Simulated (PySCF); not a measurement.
# Towards the basis-set limit for SiS+

What constants does extrapolated CCSD(T) give for SiS+, and what does each step add?

Computed with PySCF 2.14.0. Level: CCSD(T) on ROHF, no relativity in the base curves; scalar relativity is added as a correction.

## Step 1: The job

* molecule: SiS+
* state: doublet, unpaired electrons π ↑
* smaller basis: Si cc-pV(T+d)Z, S cc-pV(T+d)Z
* larger basis: Si cc-pV(Q+d)Z, S cc-pV(Q+d)Z
* frozen core orbitals: 10
* extrapolation: correlation as n⁻³ (n = 3, 4), Hartree–Fock as (n+1)·exp(−9√n)
* corrections: scalar relativity
* distances (Å): 1.8317, 1.9150, 1.9982, 2.0815, 2.1647, 2.2688, 2.3729
* masses (u): 27.9769, 31.9721
* dissociation limit: Si+ + S

On the command line:

```bash
$ OMP_NUM_THREADS=4 python comp.py task.json out
```

## Step 2: Coupled cluster at each distance

Before running it: what results should come out? Wanted: for each run, Re; ωe; ωexe; αe; De.

**Answer**, as computed:

```
               level  Re (Å)  ωe (cm⁻¹)  ωexe (cm⁻¹)  αe (cm⁻¹)  De (eV)
CCSD(T)/cc-pVTZ(-PP)  2.0800      593.4         2.23    0.00141    3.842
CCSD(T)/cc-pVQZ(-PP)  2.0717      598.7         2.24    0.00142    3.965
              HF/CBS  2.0533      629.4         2.08    0.00134    2.709
             MP2/CBS  2.0608      618.7         1.95    0.00132    4.041
            CCSD/CBS  2.0584      617.8         2.16    0.00137    3.864
         CCSD(T)/CBS  2.0669      603.3         2.24    0.00142    4.047
      CCSD(T)/CBS+SR  2.0668      602.1         2.23    0.00142    4.041
```

The last step gives Re = 2.0668 Å, ωe = 602.1 cm⁻¹ and De = 4.041 eV; the smaller basis alone is off from it by +13.2 mÅ and -0.20 eV. Near the minimum the mean field binds by 2.70 eV and correlation adds 1.34 eV of binding. T1 is 0.025. Spin–orbit coupling and excitations beyond (T) are left out.
